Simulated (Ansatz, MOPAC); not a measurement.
Process, species as SMILES: CN (CH5N) [methanamine] + [H][H] (H2) -> C (CH4) + N (NH3)

Wanted: energy of full hydrogenation (enthalpy at 298 K), in kcal/mol. Conventions: no spin-orbit coupling; dispersion terms only where a functional's name holds one; 6-311+G** with 5d; non-relativistic. First-principles rows: single points at B3LYP-D3(BJ) geometries (Ansatz, a first-principles code), with unscaled harmonic terms from B3LYP/6-31G* at its own minima. Semi-empirical rows: MOPAC heats of formation at their own minima for 298 K.

```json
[
 {"species": "CN (CH5N)", "coefficient": "-1", "E at B3LYP/6-311+G** (Ansatz), Eh": "-95.89381", "E at wB97X-V/def2-TZVPD (Ansatz), Eh": "-95.86394", "H(298 K) - E, kcal/mol": "43.14", "heat of formation at AM1 (MOPAC), kcal/mol": "-7.41"},
 {"species": "[H][H] (H2)", "coefficient": "-1", "E at B3LYP/6-311+G** (Ansatz), Eh": "-1.17957", "E at wB97X-V/def2-TZVPD (Ansatz), Eh": "-1.17238", "H(298 K) - E, kcal/mol": "8.44", "heat of formation at AM1 (MOPAC), kcal/mol": "-5.18"},
 {"species": "C (CH4)", "coefficient": "+1", "E at B3LYP/6-311+G** (Ansatz), Eh": "-40.53392", "E at wB97X-V/def2-TZVPD (Ansatz), Eh": "-40.51531", "H(298 K) - E, kcal/mol": "30.76", "heat of formation at AM1 (MOPAC), kcal/mol": "-8.79"},
 {"species": "N (NH3)", "coefficient": "+1", "E at B3LYP/6-311+G** (Ansatz), Eh": "-56.58261", "E at wB97X-V/def2-TZVPD (Ansatz), Eh": "-56.56167", "H(298 K) - E, kcal/mol": "24.05", "heat of formation at AM1 (MOPAC), kcal/mol": "-7.29"}
]
```

Measured values: Active Thermochemical Tables 1.112 (ions: stationary electron), as tabulated in the package chemicals; they hold spin-orbit and core effects, anharmonicity.  Value to compare with, the measured value: -23.7 kcal/mol. 1 Eh = 627.5095 kcal/mol.

Q: Compute it at each level from the table, and compare with the measured value.

A: 
- B3LYP/6-311+G**: the sum of coefficient times E is -0.04315 Eh, or -27.08 kcal/mol; the thermal terms add 3.23. Result: -23.8 kcal/mol. Its error against the measured value is -0.1 kcal/mol.
- wB97X-V/def2-TZVPD: the sum of coefficient times E is -0.04066 Eh, or -25.51 kcal/mol; the thermal terms add 3.23. Result: -22.3 kcal/mol. Its error against the measured value is 1.4 kcal/mol.
- AM1: the sum of coefficient times heat of formation is -3.49 kcal/mol; it needs no thermal term. Its error against the measured value is 20.2 kcal/mol.
